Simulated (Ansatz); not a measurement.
Fluorite CdF2, treated with revPBE in Ansatz (plane waves, PAW).

Numerical settings: plane-wave cutoff 520 eV, 12×12×12 k mesh, Fermi–Dirac smearing 0.01 eV, scalar-relativistic PAW data made under PBE.

Results at a series of volumes:

| V (Å³/atom) | E − E_lowest (meV/atom) |
|---|---|
| 13.385 | 14.92 |
| 13.670 | 6.39 |
| 13.955 | 1.55 |
| 14.239 | 0.00 |
| 14.524 | 1.38 |
| 14.809 | 5.36 |
| 15.094 | 11.66 |

### Question
What bulk modulus B0 and pressure derivative B′ does a third-order Birch–Murnaghan fit give?

### Answer
V0 = 14.242 Å³/atom, B0 = 82.1 GPa, B′ = 4.8 (fit to the energies at full precision).

Computing time: about 50 core-seconds (a rough figure).

Ansatz is a program for electronic structure.
